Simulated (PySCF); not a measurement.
## Atomic charges by several schemes

Species: C5H12N (charge +1).
Numbering: `[CH3:1][CH2:2][CH:3]1[CH2:4][NH2+:5][CH2:6]1` (hydrogens: H7, H8, H9 on C1; H10, H11 on C2; H12 on C3; H13, H14 on C4; H15, H16 on N5; H17, H18 on C6)

Geometry (PBE0-D3(BJ)/def2-SVP, Å), atoms numbered from 1 in this order:
```
atom  x, y, z in Å
C1     2.1973   -0.6292    0.1094
C2     1.1343    0.0441   -0.7436
C3    -0.0558    0.5108    0.0695
C4    -0.9637   -0.5627    0.6992
N5    -2.1854    0.2016    0.2296
C6    -1.2969    1.0286   -0.6769
H7     1.8109   -1.5304    0.6126
H8     2.5814    0.0510    0.8850
H9     3.0509   -0.9437   -0.5067
H10    0.7826   -0.6439   -1.5333
H11    1.5629    0.9158   -1.2653
H12    0.2680    1.2358    0.8340
H13   -0.9287   -1.5303    0.1796
H14   -0.9538   -0.7195    1.7850
H15   -2.6137    0.7586    0.9772
H16   -2.9364   -0.3396   -0.2139
H17   -1.5403    2.0981   -0.6487
H18   -1.3854    0.6504   -1.7045
```

Density: PBE0/pcSseg-1 (PySCF); schemes: Mulliken, IAO, Hirshfeld and ESP-fitted. Geometry: PBE0-D3(BJ)/def2-SVP, one conformer, isolated ion.

Q: At which atom do the 4 schemes differ most?

A: At C3: from -0.430 (Mulliken) to +0.194 e (ESP-fitted), 0.624 e apart.

Q: For which atoms does the sign change between the 4 schemes (beyond +0.03 e in one, beyond −0.03 e in another)?

A: C3, C4, N5 and C6.

Q: Tabulate the Mulliken, IAO, Hirshfeld and ESP-fitted charges.

A: In e:

```csv
atom,environment,Mulliken,IAO,Hirshfeld,ESP-fitted
C1,methyl carbon,-0.285,-0.415,-0.103,-0.278
C2,chain CH2 carbon,-0.197,-0.253,-0.056,-0.084
C3,four-membered-ring carbon,-0.430,-0.110,-0.008,+0.194
C4,sp3 carbon bound to nitrogen,+0.035,-0.150,+0.031,-0.160
N5,ammonium nitrogen,-0.342,-0.212,+0.038,-0.189
C6,sp3 carbon bound to nitrogen,+0.052,-0.147,+0.033,-0.213
H7,methyl hydrogen,+0.123,+0.136,+0.045,+0.075
H8,methyl hydrogen,+0.136,+0.149,+0.052,+0.091
H9,methyl hydrogen,+0.158,+0.169,+0.064,+0.128
H10,methylene hydrogen,+0.128,+0.134,+0.046,+0.057
H11,methylene hydrogen,+0.163,+0.158,+0.059,+0.072
H12,methine hydrogen,+0.168,+0.158,+0.061,+0.054
H13,methylene hydrogen,+0.178,+0.180,+0.082,+0.161
H14,methylene hydrogen,+0.199,+0.186,+0.085,+0.134
H15,N–H hydrogen,+0.268,+0.325,+0.201,+0.327
H16,N–H hydrogen,+0.269,+0.324,+0.201,+0.318
H17,methylene hydrogen,+0.199,+0.186,+0.086,+0.153
H18,methylene hydrogen,+0.178,+0.181,+0.083,+0.158
```

Mean size of the charges over all atoms: IAO 0.199 e, Mulliken 0.195 e, ESP-fitted 0.158 e, Hirshfeld 0.074 e. Each set sums to the total charge, 1, to within 0.001 e. The Mulliken scheme gives each basis function's population to the atom it is centred on and halves the overlap population of two atoms between them. The ESP scheme fits charges at the nuclei, held to the total charge, to the electrostatic potential on points at 1.4 to 2.0 times the van der Waals radii.

Q: How closely do the schemes follow one another over all atoms?

A: Correlation coefficient and root-mean-square difference: IAO with ESP-fitted 0.87, 0.101 e; IAO with Hirshfeld 0.87, 0.149 e; Mulliken with IAO 0.86, 0.111 e; Hirshfeld with ESP-fitted 0.77, 0.124 e; Mulliken with Hirshfeld 0.75, 0.163 e; Mulliken with ESP-fitted 0.57, 0.179 e.

Q: How many electrons does the IAO scheme count on N5?

A: Z − q = 7 − (-0.212) = 7.212.
